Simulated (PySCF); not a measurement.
2H-azirine, C₂H₃N.
Atom-mapped SMILES: `[CH:1]1=[N:2][CH2:3]1` (hydrogens: H4 on C1; H5, H6 on C3)

The same species was optimised twice, with GFN2-xTB and with PBE0-D3(BJ)/def2-SVP (PySCF), and the same property calculations (PySCF, gas phase) were run on both structures.

```csv
coordinate,GFN2-xTB,PBE0-D3(BJ)/def2-SVP,change
C1–H4 (Å),1.063,1.093,+0.030
N2–C3 (Å),1.500,1.520,+0.020
C3–H6 (Å),1.082,1.098,+0.016
C3–H5 (Å),1.082,1.098,+0.016
C1–C3 (Å),1.451,1.446,-0.005
C1=N2 (Å),1.250,1.250,0.000
N2–C1–H4 (°),145.0,139.2,-5.8
C3–C1–H4 (°),148.0,152.6,+4.6
N2–C1–C3 (°),67.0,68.2,+1.2
C1–N2–C3 (°),62.9,62.0,-0.9
C1–C3–H6 (°),120.1,120.9,+0.8
C1–C3–H5 (°),120.2,120.8,+0.6
N2–C3–H5 (°),117.2,116.7,-0.5
H5–C3–H6 (°),115.7,115.2,-0.5
```

Rotational constants: A = 35859, B = 23186, C = 15545 MHz (GFN2-xTB) against A = 35921, B = 22660, C = 15357 MHz (PBE0-D3(BJ)/def2-SVP). Point groups within 0.08 Å: Cs and Cs.

On the GFN2-xTB structure: lowest singlet, TDDFT (eV) 5.13 [CAM-B3LYP/def2-SVPD]; lowest triplet, Tamm–Dancoff (eV) 4.38 [CAM-B3LYP/def2-SVPD]; isotropic polarisability (au) 27.7 [CAM-B3LYP/def2-SVPD]; HOMO (eV) -9.35 [CAM-B3LYP/def2-SVPD]; LUMO (eV) 0.53 [CAM-B3LYP/def2-SVPD]; dipole (D) 2.31 [CAM-B3LYP/def2-SVPD]; HOMO (eV) -7.84 [PBE0/pcSseg-1]; LUMO (eV) -0.50 [PBE0/pcSseg-1]; dipole (D) 2.32 [PBE0/pcSseg-1]; GIAO shielding of C1 (ppm) 14.1 [PBE0/pcSseg-1]; GIAO shielding of N2 (ppm) -74.3 [PBE0/pcSseg-1]; GIAO shielding of C3 (ppm) 172.2 [PBE0/pcSseg-1].

Question: What do these properties become on the PBE0-D3(BJ)/def2-SVP structure?

Answer: 
| property | level | on GFN2-xTB | on PBE0-D3(BJ)/def2-SVP | change |
| --- | --- | --- | --- | --- |
| lowest singlet, TDDFT (eV) | CAM-B3LYP/def2-SVPD | 5.13 | 5.28 | +0.15 |
| lowest triplet, Tamm–Dancoff (eV) | CAM-B3LYP/def2-SVPD | 4.38 | 4.54 | +0.16 |
| isotropic polarisability (au) | CAM-B3LYP/def2-SVPD | 27.7 | 28.3 | +0.6 |
| HOMO (eV) | CAM-B3LYP/def2-SVPD | -9.35 | -9.46 | -0.11 |
| LUMO (eV) | CAM-B3LYP/def2-SVPD | 0.53 | 0.57 | +0.04 |
| dipole (D) | CAM-B3LYP/def2-SVPD | 2.31 | 2.24 | -0.07 |
| energy, GFN2-xTB geometry as zero (kcal/mol) | CAM-B3LYP/def2-SVPD | 0.0 | -1.0 | -1.0 |
| HOMO (eV) | PBE0/pcSseg-1 | -7.84 | -7.96 | -0.12 |
| LUMO (eV) | PBE0/pcSseg-1 | -0.50 | -0.47 | +0.03 |
| dipole (D) | PBE0/pcSseg-1 | 2.32 | 2.24 | -0.08 |
| energy, GFN2-xTB geometry as zero (kcal/mol) | PBE0/pcSseg-1 | 0.0 | -0.9 | -0.9 |
| GIAO shielding of C1 (ppm) | PBE0/pcSseg-1 | 14.1 | 12.9 | -1.2 |
| GIAO shielding of N2 (ppm) | PBE0/pcSseg-1 | -74.3 | -80.0 | -5.7 |
| GIAO shielding of C3 (ppm) | PBE0/pcSseg-1 | 172.2 | 167.8 | -4.4 |

The heavy atoms differ by 0.009 Å rms after alignment. Among all bonds C1–H4 changes most (+0.030 Å). Changes are differences of the printed values. Neither structure is proved a minimum here.
